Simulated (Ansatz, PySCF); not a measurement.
# Rock-salt NaF: smallest direct gap on the k points sampled by level of theory

No measured value is used here.

| level (code) | value (eV) |
|---|---|
| LDA (Ansatz) | 5.98 |
| BLYP (Ansatz) | 6.39 |
| PBE (Ansatz) | 6.32 |
| RPBE (Ansatz) | [?] |
| r²SCAN (Ansatz) | 7.14 |
| B3LYP (VWN-RPA form) (Ansatz) | [?] |
| HSE06 (Ansatz) | [?] |
| PBE0 (Ansatz) | 9.25 |
| Hartree–Fock (Ansatz) | 18.38 |
| G0W0@Hartree–Fock (PySCF) | [?] |
| G0W0@HSE06 (Ansatz) | 12.17 |
| G0W0@PBE (Ansatz) | 11.05 |

### Question
Complete the blanks.

### Answer

- RPBE (Ansatz, a quantum-chemistry and plane-wave program), value (eV): 6.64
- B3LYP (VWN-RPA form) (Ansatz), value (eV): 8.70
- HSE06 (Ansatz), value (eV): 8.48
- G0W0@Hartree–Fock (PySCF), value (eV): 13.98 ± 0.09

Computed values are for a static lattice.  A ± on a computed value is a rough bar: the spread of its extrapolation, a floor set from checks against published values, or a statistical error. G0W0@HSE06: GW on a hybrid start was not checked against another program. G0W0@PBE: a quasiparticle level at a band edge is in doubt. Values are at the measured cell. Cutoffs and k meshes differ between the levels. Ansatz's density-functional and Hartree–Fock values are scalar-relativistic unless marked +SOC, with PAW data made under PBE.
